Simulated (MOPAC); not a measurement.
MOPAC input (PM3):

```
PM3 FORCE THERMO(298,298) PRECISE LET UHF MS=0.5 GEO-OK AUX(PRECISION=9) THREADS=1
HO

O     0.00000000 1    0.00000000 1   -0.08888110 1
H     0.00000000 1   -0.00000000 1    0.84855438 1
```

**Question.** Which zero-point energy does it print?

**Answer.** 5.70 kcal/mol, from the harmonic wavenumbers of PM3.
